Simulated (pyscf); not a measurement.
Single points on ωB97X-D3(BJ)/def2-SVP structures (PySCF, gas phase).

Problem. PBE/def2-TZVP puts the barrier of O=Nb(Cl)(Cl)–Cl + H atom (H•) -> [HO–Nb(Cl)(Cl)–Cl]• (addition; doublet surface; none broken, H–O formed) at 3.6 kcal/mol and the reaction energy at -31.8 kcal/mol, from the separated reactants. What do r²SCAN/def2-TZVP, B3LYP-D3(BJ)/def2-TZVP, ωB97M-D3(BJ)/def2-TZVP give on the same structures?

Solution. r²SCAN: ΔE‡ = 3.5 kcal/mol, ΔE = -35.8 kcal/mol; B3LYP-D3(BJ): ΔE‡ = 4.8 kcal/mol, ΔE = -40.5 kcal/mol; ωB97M-D3(BJ): ΔE‡ = 8.5 kcal/mol, ΔE = -42.8 kcal/mol. PBE's barrier matches one of them and lies within 4.9 kcal/mol of the others. Its reaction energy lies over all of them, by 4.0 to 11.0 kcal/mol. At the saddle there is also a short H–Nb contact that neither side keeps, so another atom assists the step. This is the saddle that the search found; another between the same sides may lie lower. Open-shell species with a d-block atom are single-reference here; other states, and whether the spin sits on metal or ligand, were not checked. Elements past Kr carry the def2 core potentials, without spin-orbit coupling.
